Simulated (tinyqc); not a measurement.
Worked calculation (part 1 of 2): RHF in the sto-6g basis, for H2F+, spin multiplicity 1. Computed by tinyqc, a small Python program that keeps every step (integrals from PySCF). Settings: charge = 1, multiplicity = 1, basis = sto-6g, energy threshold = 1e-10, iteration cap = 52, orthogonalisation = symmetric, start = core, DIIS depth = 3, method = RHF. Command: `OMP_NUM_THREADS=1 python tinyqc.py 25237 25238 out.jsonl` (the two numbers bound the seeds that draw the settings). One thread of a shared host (Intel(R) Xeon(R) Processor @ 2.60GHz), about 0.1 s of CPU time with the checks. Later iterations appear only in the table of the cycle.

## One-electron integrals

Geometry (angstrom):
```
atom         x          y         z
F     0.000000   0.000000  0.000000
H     0.000000   0.894000  0.663000
H     0.000000  -0.894000  0.663000
```

Basis sto-6g: exponents (1/bohr^2) and contraction coefficients of normalised primitives:
```
element  l (shell)     exponent  coefficient
F            s (1)  1728.626574     0.009164
F            s (1)   316.941790     0.049361
F            s (1)    88.668891     0.168538
F            s (1)    30.460157     0.370563
F            s (1)    11.828570     0.416492
F            s (1)     4.871659     0.130334
F            s (2)    67.032281    -0.013253
F            s (2)    13.267438    -0.046992
F            s (2)     4.123510    -0.033785
F            s (2)     1.586463     0.250242
F            s (2)     0.689002     0.595117
F            s (2)     0.315820     0.240706
F            p (3)    67.032281     0.003760
F            p (3)    13.267438     0.037679
F            p (3)     4.123510     0.173897
F            p (3)     1.586463     0.418036
F            p (3)     0.689002     0.425860
F            p (3)     0.315820     0.101708
H            s (1)    35.523221     0.009164
H            s (1)     6.513144     0.049361
H            s (1)     1.822143     0.168538
H            s (1)     0.625955     0.370563
H            s (1)     0.243077     0.416492
H            s (1)     0.100112     0.130334
```

Overlap, kinetic and nuclear-attraction integrals over the contracted functions; the nuclear repulsion is the sum of Za Zb / Rab.

nuclear repulsion = 8.85395807 hartree

overlap S, order 1F 1s, 1F 2s, 1F 2px, 1F 2py, 1F 2pz, 2H 1s, 3H 1s:
```
[[1.000000, 0.232479, 0.000000, 0.000000, 0.000000, 0.032202, 0.032202],
 [0.232479, 1.000000, 0.000000, 0.000000, 0.000000, 0.332134, 0.332134],
 [0.000000, 0.000000, 1.000000, 0.000000, 0.000000, 0.000000, 0.000000],
 [0.000000, 0.000000, 0.000000, 1.000000, 0.000000, 0.222517, -0.222517],
 [0.000000, 0.000000, 0.000000, 0.000000, 1.000000, 0.165021, 0.165021],
 [0.032202, 0.332134, 0.000000, 0.222517, 0.165021, 1.000000, 0.167274],
 [0.032202, 0.332134, 0.000000, -0.222517, 0.165021, 0.167274, 1.000000]]
```

kinetic energy T (hartree), order 1F 1s, 1F 2s, 1F 2px, 1F 2py, 1F 2pz, 2H 1s, 3H 1s:
```
[[37.397730, -1.143349, 0.000000, 0.000000, 0.000000, -0.005165, -0.005165],
 [-1.143349, 1.082297, 0.000000, 0.000000, 0.000000, 0.046711, 0.046711],
 [0.000000, 0.000000, 3.251325, 0.000000, 0.000000, 0.000000, 0.000000],
 [0.000000, 0.000000, 0.000000, 3.251325, 0.000000, 0.112975, -0.112975],
 [0.000000, 0.000000, 0.000000, 0.000000, 3.251325, 0.083784, 0.083784],
 [-0.005165, 0.046711, 0.000000, 0.112975, 0.083784, 0.768522, -0.007671],
 [-0.005165, 0.046711, 0.000000, -0.112975, 0.083784, -0.007671, 0.768522]]
```

nuclear attraction V (hartree), order 1F 1s, 1F 2s, 1F 2px, 1F 2py, 1F 2pz, 2H 1s, 3H 1s:
```
[[-78.773340, -8.086772, 0.000000, 0.000000, -0.012879, -1.281282, -1.281282],
 [-8.086772, -12.424462, 0.000000, 0.000000, -0.150477, -3.041514, -3.041514],
 [0.000000, 0.000000, -12.376342, 0.000000, 0.000000, 0.000000, 0.000000],
 [0.000000, 0.000000, 0.000000, -12.468499, 0.000000, -1.762979, 1.762979],
 [-0.012879, -0.150477, 0.000000, 0.000000, -12.427027, -1.345523, -1.345523],
 [-1.281282, -3.041514, 0.000000, -1.762979, -1.345523, -5.730373, -1.075598],
 [-1.281282, -3.041514, 0.000000, 1.762979, -1.345523, -1.075598, -5.730373]]
```

core Hamiltonian H = T + V (hartree), order 1F 1s, 1F 2s, 1F 2px, 1F 2py, 1F 2pz, 2H 1s, 3H 1s:
```
[[-41.375611, -9.230121, 0.000000, 0.000000, -0.012879, -1.286447, -1.286447],
 [-9.230121, -11.342165, 0.000000, 0.000000, -0.150477, -2.994803, -2.994803],
 [0.000000, 0.000000, -9.125016, 0.000000, 0.000000, 0.000000, 0.000000],
 [0.000000, 0.000000, 0.000000, -9.217174, 0.000000, -1.650004, 1.650004],
 [-0.012879, -0.150477, 0.000000, 0.000000, -9.175702, -1.261740, -1.261740],
 [-1.286447, -2.994803, 0.000000, -1.650004, -1.261740, -4.961851, -1.083269],
 [-1.286447, -2.994803, 0.000000, 1.650004, -1.261740, -1.083269, -4.961851]]
```

## Two-electron integrals

Functions are numbered as in S; the eight-fold symmetry (ij|kl) = (ji|kl) = (kl|ij) leaves the list below.

Two-electron integrals (ij|kl) in chemists' order, unique and non-zero (hartree):
```
(11|11) 5.406240    (21|11) 0.768129    (21|21) 0.138909    (22|11) 1.266271
(22|21) 0.283987    (22|22) 0.926367    (31|31) 0.029452    (32|31) 0.044681
(32|32) 0.204753    (33|11) 1.266273    (33|21) 0.283987    (33|22) 0.926366
(33|33) 0.998085    (41|41) 0.029452    (42|41) 0.044681    (42|42) 0.204753
(43|43) 0.053789    (44|11) 1.266273    (44|21) 0.283987    (44|22) 0.926366
(44|33) 0.890506    (44|44) 0.998085    (51|51) 0.029452    (52|51) 0.044681
(52|52) 0.204753    (53|53) 0.053789    (54|54) 0.053789    (55|11) 1.266273
(55|21) 0.283987    (55|22) 0.926366    (55|33) 0.890506    (55|44) 0.890506
(55|55) 0.998085    (61|11) 0.113290    (61|21) 0.019646    (61|22) 0.039313
(61|33) 0.039246    (61|41) 0.000687    (61|42) 0.001345    (61|44) 0.039375
(61|51) 0.000510    (61|52) 0.000998    (61|54) 0.000095    (61|55) 0.039317
(61|61) 0.002825    (62|11) 0.294387    (62|21) 0.067051    (62|22) 0.244959
(62|33) 0.241460    (62|41) 0.003914    (62|42) 0.029839    (62|44) 0.248231
(62|51) 0.002902    (62|52) 0.022129    (62|54) 0.005022    (62|55) 0.245184
(62|61) 0.009492    (62|62) 0.081164    (63|31) 0.007344    (63|32) 0.042407
(63|43) 0.006194    (63|53) 0.004594    (63|63) 0.011729    (64|11) 0.163847
(64|21) 0.037835    (64|22) 0.147743    (64|33) 0.141568    (64|41) 0.009248
(64|42) 0.059225    (64|44) 0.157915    (64|51) 0.001412    (64|52) 0.012473
(64|54) 0.007529    (64|55) 0.143745    (64|61) 0.005581    (64|62) 0.060085
(64|64) 0.055825    (65|11) 0.121510    (65|21) 0.028059    (65|22) 0.109568
(65|33) 0.104989    (65|41) 0.001412    (65|42) 0.012473    (65|44) 0.107924
(65|51) 0.008392    (65|52) 0.051657    (65|54) 0.008371    (65|55) 0.115790
(65|61) 0.004139    (65|62) 0.044560    (65|64) 0.032702    (65|65) 0.035981
(66|11) 0.465852    (66|21) 0.108097    (66|22) 0.454729    (66|33) 0.439957
(66|41) 0.007652    (66|42) 0.082033    (66|44) 0.468546    (66|51) 0.005675
(66|52) 0.060837    (66|54) 0.021202    (66|55) 0.455681    (66|61) 0.015402
(66|62) 0.198085    (66|64) 0.169923    (66|65) 0.126016    (66|66) 0.774999
(71|11) 0.113290    (71|21) 0.019646    (71|22) 0.039313    (71|33) 0.039246
(71|41) -0.000687   (71|42) -0.001345   (71|44) 0.039375    (71|51) 0.000510
(71|52) 0.000998    (71|54) -0.000095   (71|55) 0.039317    (71|61) 0.002790
(71|62) 0.009225    (71|64) 0.004979    (71|65) 0.004025    (71|66) 0.014847
(71|71) 0.002825    (72|11) 0.294387    (72|21) 0.067051    (72|22) 0.244959
(72|33) 0.241460    (72|41) -0.003914   (72|42) -0.029839   (72|44) 0.248231
(72|51) 0.002902    (72|52) 0.022129    (72|54) -0.005022   (72|55) 0.245184
(72|61) 0.009225    (72|62) 0.066182    (72|64) 0.033809    (72|65) 0.035298
(72|66) 0.131068    (72|71) 0.009492    (72|72) 0.081164    (73|31) 0.007344
(73|32) 0.042407    (73|43) -0.006194   (73|53) 0.004594    (73|63) 0.009262
(73|73) 0.011729    (74|11) -0.163847   (74|21) -0.037835   (74|22) -0.147743
(74|33) -0.141568   (74|41) 0.009248    (74|42) 0.059225    (74|44) -0.157915
(74|51) -0.001412   (74|52) -0.012473   (74|54) 0.007529    (74|55) -0.143745
(74|61) -0.004979   (74|62) -0.033809   (74|64) -0.008431   (74|65) -0.017679
(74|66) -0.061225   (74|71) -0.005581   (74|72) -0.060085   (74|74) 0.055825
(75|11) 0.121510    (75|21) 0.028059    (75|22) 0.109568    (75|33) 0.104989
(75|41) -0.001412   (75|42) -0.012473   (75|44) 0.107924    (75|51) 0.008392
(75|52) 0.051657    (75|54) -0.008371   (75|55) 0.115790    (75|61) 0.004025
(75|62) 0.035298    (75|64) 0.017679    (75|65) 0.027815    (75|66) 0.076979
(75|71) 0.004139    (75|72) 0.044560    (75|74) -0.032702   (75|75) 0.035981
(76|11) 0.097566    (76|21) 0.022494    (76|22) 0.090303    (76|33) 0.088553
(76|44) 0.090079    (76|51) 0.001512    (76|52) 0.014190    (76|55) 0.092275
(76|61) 0.003154    (76|62) 0.030583    (76|64) 0.019809    (76|65) 0.019192
(76|66) 0.082461    (76|71) 0.003154    (76|72) 0.030583    (76|74) -0.019809
(76|75) 0.019192    (76|76) 0.014870    (77|11) 0.465852    (77|21) 0.108097
(77|22) 0.454729    (77|33) 0.439957    (77|41) -0.007652   (77|42) -0.082033
(77|44) 0.468546    (77|51) 0.005675    (77|52) 0.060837    (77|54) -0.021202
(77|55) 0.455681    (77|61) 0.014847    (77|62) 0.131068    (77|64) 0.061225
(77|65) 0.076979    (77|66) 0.293774    (77|71) 0.015402    (77|72) 0.198085
(77|74) -0.169923   (77|75) 0.126016    (77|76) 0.082461    (77|77) 0.774999
```

## Orthogonalisation

S = U s U^T; symmetric (Loewdin) form X = U s^(-1/2) U^T, so that X^T S X = 1.

eigenvalues of S: [0.514559, 0.590752, 0.900191, 1.000000, 1.091973, 1.241974, 1.660551]

X, order 1F 1s, 1F 2s, 1F 2px, 1F 2py, 1F 2pz, 2H 1s, 3H 1s:
```
[[1.022227, -0.129740, 0.000000, 0.000000, -0.004549, 0.014706, 0.014706],
 [-0.129740, 1.113602, 0.000000, 0.000000, 0.044959, -0.178156, -0.178156],
 [0.000000, 0.000000, 1.000000, 0.000000, 0.000000, 0.000000, 0.000000],
 [0.000000, 0.000000, 0.000000, 1.047333, 0.000000, -0.137957, 0.137957],
 [-0.004549, 0.044959, 0.000000, 0.000000, 1.021854, -0.086925, -0.086925],
 [0.014706, -0.178156, 0.000000, -0.137957, -0.086925, 1.087191, -0.063849],
 [0.014706, -0.178156, 0.000000, 0.137957, -0.086925, -0.063849, 1.087191]]
```

## Starting guess

The start is the orbitals of the core Hamiltonian; D = 2 C_occ C_occ^T.

D at the start, order 1F 1s, 1F 2s, 1F 2px, 1F 2py, 1F 2pz, 2H 1s, 3H 1s:
```
[[2.122062, -0.539946, 0.000000, 0.000000, -0.024786, 0.055859, 0.055859],
 [-0.539946, 2.382169, 0.000000, 0.000000, 0.144514, -0.236863, -0.236863],
 [0.000000, 0.000000, 2.000000, 0.000000, 0.000000, 0.000000, 0.000000],
 [0.000000, 0.000000, 0.000000, 2.167133, 0.000000, -0.235771, 0.235771],
 [-0.024786, 0.144514, 0.000000, 0.000000, 2.076097, -0.145931, -0.145931],
 [0.055859, -0.236863, 0.000000, -0.235771, -0.145931, 0.057578, 0.006277],
 [0.055859, -0.236863, 0.000000, 0.235771, -0.145931, 0.006277, 0.057578]]
```

## Iteration 1: building the Fock matrix

J_ij = sum D_kl (ij|kl), K_ij = sum D_kl (ik|jl); F = H + J - 0.5 K; E = tr D H + tr D J / 2 - 0.25 tr D K + E_nn.

Coulomb J (hartree), order 1F 1s, 1F 2s, 1F 2px, 1F 2py, 1F 2pz, 2H 1s, 3H 1s:
```
[[21.140800, 3.831044, 0.000000, 0.000000, 0.003261, 0.544734, 0.544734],
 [3.831044, 9.997615, 0.000000, 0.000000, 0.001489, 2.556025, 2.556025],
 [0.000000, 0.000000, 9.998964, 0.000000, 0.000000, 0.000000, 0.000000],
 [0.000000, 0.000000, 0.000000, 9.996739, 0.000000, 1.511360, -1.511360],
 [0.003261, 0.001489, 0.000000, 0.000000, 9.997137, 1.119964, 1.119964],
 [0.544734, 2.556025, 0.000000, 1.511360, 1.119964, 4.555512, 0.917313],
 [0.544734, 2.556025, 0.000000, -1.511360, 1.119964, 0.917313, 4.555512]]
```

exchange K (hartree), order 1F 1s, 1F 2s, 1F 2px, 1F 2py, 1F 2pz, 2H 1s, 3H 1s:
```
[[11.163779, 1.809044, 0.000000, 0.000000, 0.001140, 0.277591, 0.277591],
 [1.809044, 3.225195, 0.000000, 0.000000, 0.007075, 0.716894, 0.716894],
 [0.000000, 0.000000, 2.680821, 0.000000, 0.000000, 0.000000, 0.000000],
 [0.000000, 0.000000, 0.000000, 2.683191, 0.000000, 0.317703, -0.317703],
 [0.001140, 0.007075, 0.000000, 0.000000, 2.680214, 0.234623, 0.234623],
 [0.277591, 0.716894, 0.000000, 0.317703, 0.234623, 0.247998, 0.149945],
 [0.277591, 0.716894, 0.000000, -0.317703, 0.234623, 0.149945, 0.247998]]
```

Fock matrix F (hartree), order 1F 1s, 1F 2s, 1F 2px, 1F 2py, 1F 2pz, 2H 1s, 3H 1s:
```
[[-25.816700, -6.303599, 0.000000, 0.000000, -0.010188, -0.880509, -0.880509],
 [-6.303599, -2.957148, 0.000000, 0.000000, -0.152526, -0.797225, -0.797225],
 [0.000000, 0.000000, -0.466463, 0.000000, 0.000000, 0.000000, 0.000000],
 [0.000000, 0.000000, 0.000000, -0.562031, 0.000000, -0.297496, 0.297496],
 [-0.010188, -0.152526, 0.000000, 0.000000, -0.518672, -0.259087, -0.259087],
 [-0.880509, -0.797225, 0.000000, -0.297496, -0.259087, -0.530338, -0.240928],
 [-0.880509, -0.797225, 0.000000, 0.297496, -0.259087, -0.240928, -0.530338]]
```

total energy of this density = -98.78588786 hartree

## Iteration 1: diagonalisation and new density

Diagonalise F' = X^T F X, C = X C', fill 5 alpha and 5 beta electrons from the bottom; D = 2 C_occ C_occ^T. Each column has its largest component positive (the first on a tie).

F' = X^T F X (hartree):
```
[[-25.402122, -3.165012, 0.000000, 0.000000, -0.012567, -0.118769, -0.118769],
 [-3.165012, -1.785884, 0.000000, 0.000000, -0.072641, -0.312037, -0.312037],
 [0.000000, 0.000000, -0.466463, 0.000000, 0.000000, 0.000000, 0.000000],
 [0.000000, 0.000000, 0.000000, -0.455574, 0.000000, -0.242799, 0.242799],
 [-0.012567, -0.072641, 0.000000, 0.000000, -0.467975, -0.170845, -0.170845],
 [-0.118769, -0.312037, 0.000000, -0.242799, -0.170845, -0.276525, -0.060657],
 [-0.118769, -0.312037, 0.000000, 0.242799, -0.170845, -0.060657, -0.276525]]
```

orbital energies (hartree): [-25.820931, -1.536105, -0.699407, -0.558472, -0.466463, -0.077655, 0.027965]

coefficients C, order 1F 1s, 1F 2s, 1F 2px, 1F 2py, 1F 2pz, 2H 1s, 3H 1s:
```
[[0.996637, -0.239603, 0.000000, 0.074771, 0.000000, 0.077133, 0.000000],
 [0.014764, 0.957195, 0.000000, -0.382935, 0.000000, -0.509278, 0.000000],
 [0.000000, 0.000000, 0.000000, 0.000000, 1.000000, 0.000000, 0.000000],
 [0.000000, 0.000000, 0.740969, 0.000000, 0.000000, 0.000000, 0.765464],
 [0.001255, 0.141919, 0.000000, 0.823317, 0.000000, -0.602782, 0.000000],
 [-0.002418, 0.074790, 0.358760, 0.270818, 0.000000, 0.695833, -0.743485],
 [-0.002418, 0.074790, -0.358760, 0.270818, 0.000000, 0.695833, 0.743485]]
```

D after iteration 1, order 1F 1s, 1F 2s, 1F 2px, 1F 2py, 1F 2pz, 2H 1s, 3H 1s:
```
[[2.112570, -0.486529, 0.000000, 0.000000, 0.057614, -0.000160, -0.000160],
 [-0.486529, 2.126157, 0.000000, 0.000000, -0.358828, -0.064306, -0.064306],
 [0.000000, 0.000000, 2.000000, 0.000000, 0.000000, 0.000000, 0.000000],
 [0.000000, 0.000000, 0.000000, 1.098071, 0.000000, 0.531660, -0.531660],
 [0.057614, -0.358828, 0.000000, 0.000000, 1.395988, 0.467161, 0.467161],
 [-0.000160, -0.064306, 0.000000, 0.531660, 0.467161, 0.415301, -0.099533],
 [-0.000160, -0.064306, 0.000000, -0.531660, 0.467161, -0.099533, 0.415301]]
```

## Iteration 2: building the Fock matrix

As before.

Coulomb J (hartree), order 1F 1s, 1F 2s, 1F 2px, 1F 2py, 1F 2pz, 2H 1s, 3H 1s:
```
[[19.923845, 3.568558, 0.000000, 0.000000, -0.006323, 0.508141, 0.508141],
 [3.568558, 9.347124, 0.000000, 0.000000, 0.023273, 2.445819, 2.445819],
 [0.000000, 0.000000, 9.368417, 0.000000, 0.000000, 0.000000, 0.000000],
 [0.000000, 0.000000, 0.000000, 9.333338, 0.000000, 1.467234, -1.467234],
 [-0.006323, 0.023273, 0.000000, 0.000000, 9.339614, 1.099766, 1.099766],
 [0.508141, 2.445819, 0.000000, 1.467234, 1.099766, 4.653867, 0.906706],
 [0.508141, 2.445819, 0.000000, -1.467234, 1.099766, 0.906706, 4.653867]]
```

exchange K (hartree), order 1F 1s, 1F 2s, 1F 2px, 1F 2py, 1F 2pz, 2H 1s, 3H 1s:
```
[[11.100410, 1.745171, 0.000000, 0.000000, 0.001755, 0.269368, 0.269368],
 [1.745171, 3.002888, 0.000000, 0.000000, -0.077957, 0.851220, 0.851220],
 [0.000000, 0.000000, 2.603145, 0.000000, 0.000000, 0.000000, 0.000000],
 [0.000000, 0.000000, 0.000000, 2.115420, 0.000000, 0.565420, -0.565420],
 [0.001755, -0.077957, 0.000000, 0.000000, 2.259267, 0.467376, 0.467376],
 [0.269368, 0.851220, 0.000000, 0.565420, 0.467376, 0.850276, 0.223654],
 [0.269368, 0.851220, 0.000000, -0.565420, 0.467376, 0.223654, 0.850276]]
```

Fock matrix F (hartree), order 1F 1s, 1F 2s, 1F 2px, 1F 2py, 1F 2pz, 2H 1s, 3H 1s:
```
[[-27.001971, -6.534148, 0.000000, 0.000000, -0.020079, -0.912990, -0.912990],
 [-6.534148, -3.496486, 0.000000, 0.000000, -0.088226, -0.974594, -0.974594],
 [0.000000, 0.000000, -1.058172, 0.000000, 0.000000, 0.000000, 0.000000],
 [0.000000, 0.000000, 0.000000, -0.941546, 0.000000, -0.465480, 0.465480],
 [-0.020079, -0.088226, 0.000000, 0.000000, -0.965721, -0.395662, -0.395662],
 [-0.912990, -0.974594, 0.000000, -0.465480, -0.395662, -0.733122, -0.288389],
 [-0.912990, -0.974594, 0.000000, 0.465480, -0.395662, -0.288389, -0.733122]]
```

total energy of this density = -99.74810131 hartree

## Iteration 2: DIIS over 2 matrices

error matrix X^T (FDS - SDF) X:
```
[[0.000000, -0.006304, 0.000000, 0.000000, -0.007358, 0.011948, 0.011948],
 [0.006304, 0.000000, 0.000000, 0.000000, -0.048215, 0.033471, 0.033471],
 [0.000000, 0.000000, 0.000000, 0.000000, 0.000000, 0.000000, 0.000000],
 [0.000000, 0.000000, 0.000000, 0.000000, 0.000000, -0.055966, 0.055966],
 [0.007358, 0.048215, 0.000000, 0.000000, 0.000000, -0.052310, -0.052310],
 [-0.011948, -0.033471, 0.000000, 0.055966, 0.052310, 0.000000, 0.000000],
 [-0.011948, -0.033471, 0.000000, -0.055966, 0.052310, 0.000000, 0.000000]]
```

B (overlaps of the stored error matrices):
```
[[2.1085524e+00, -1.3016963e-01],
 [-1.3016963e-01, 3.3363371e-02]]
```

Minimise |sum c_i e_i|^2 with sum c_i = 1: solve [B -1; -1 0][c; lambda] = [0; -1] with B_ij = tr e_i^T e_j, and take F = sum c_i F_i.

DIIS coefficients: [0.068075, 0.931925]

extrapolated F (hartree), order 1F 1s, 1F 2s, 1F 2px, 1F 2py, 1F 2pz, 2H 1s, 3H 1s:
```
[[-26.921284, -6.518453, 0.000000, 0.000000, -0.019406, -0.910779, -0.910779],
 [-6.518453, -3.459770, 0.000000, 0.000000, -0.092603, -0.962520, -0.962520],
 [0.000000, 0.000000, -1.017892, 0.000000, 0.000000, 0.000000, 0.000000],
 [0.000000, 0.000000, 0.000000, -0.915710, 0.000000, -0.454045, 0.454045],
 [-0.019406, -0.092603, 0.000000, 0.000000, -0.935289, -0.386365, -0.386365],
 [-0.910779, -0.962520, 0.000000, -0.454045, -0.386365, -0.719317, -0.285158],
 [-0.910779, -0.962520, 0.000000, 0.454045, -0.386365, -0.285158, -0.719317]]
```

## Iteration 2: diagonalisation and new density

As before.

F' = X^T F X (hartree):
```
[[-26.508304, -3.196162, 0.000000, 0.000000, -0.032041, -0.117533, -0.117533],
 [-3.196162, -2.242784, 0.000000, 0.000000, 0.028308, -0.385424, -0.385424],
 [0.000000, 0.000000, -1.017892, 0.000000, 0.000000, 0.000000, 0.000000],
 [0.000000, 0.000000, 0.000000, -0.758560, 0.000000, -0.363394, 0.363394],
 [-0.032041, 0.028308, 0.000000, 0.000000, -0.854127, -0.268120, -0.268120],
 [-0.117533, -0.385424, 0.000000, -0.363394, -0.268120, -0.385870, -0.064198],
 [-0.117533, -0.385424, 0.000000, 0.363394, -0.268120, -0.064198, -0.385870]]
```

orbital energies (hartree): [-26.924352, -2.009725, -1.098531, -1.027331, -1.017892, -0.093875, 0.018299]

coefficients C, order 1F 1s, 1F 2s, 1F 2px, 1F 2py, 1F 2pz, 2H 1s, 3H 1s:
```
[[0.997190, -0.240905, 0.000000, 0.055979, 0.000000, 0.081715, 0.000000],
 [0.012378, 0.973133, 0.000000, -0.301585, 0.000000, -0.533243, 0.000000],
 [0.000000, 0.000000, 0.000000, 0.000000, 1.000000, 0.000000, 0.000000],
 [0.000000, 0.000000, 0.765856, 0.000000, 0.000000, 0.000000, -0.740564],
 [0.001413, 0.086202, 0.000000, 0.856339, 0.000000, -0.566207, 0.000000],
 [-0.002001, 0.065596, 0.333999, 0.243646, 0.000000, 0.706722, 0.754933],
 [-0.002001, 0.065596, -0.333999, 0.243646, 0.000000, 0.706722, -0.754933]]
```

D after iteration 2, order 1F 1s, 1F 2s, 1F 2px, 1F 2py, 1F 2pz, 2H 1s, 3H 1s:
```
[[2.111115, -0.477945, 0.000000, 0.000000, 0.057160, -0.008316, -0.008316],
 [-0.477945, 2.076191, 0.000000, 0.000000, -0.348712, -0.019343, -0.019343],
 [0.000000, 0.000000, 2.000000, 0.000000, 0.000000, 0.000000, 0.000000],
 [0.000000, 0.000000, 0.000000, 1.173070, 0.000000, 0.511590, -0.511590],
 [0.057160, -0.348712, 0.000000, 0.000000, 1.481500, 0.428591, 0.428591],
 [-0.008316, -0.019343, 0.000000, 0.511590, 0.428591, 0.350451, -0.095770],
 [-0.008316, -0.019343, 0.000000, -0.511590, 0.428591, -0.095770, 0.350451]]
```
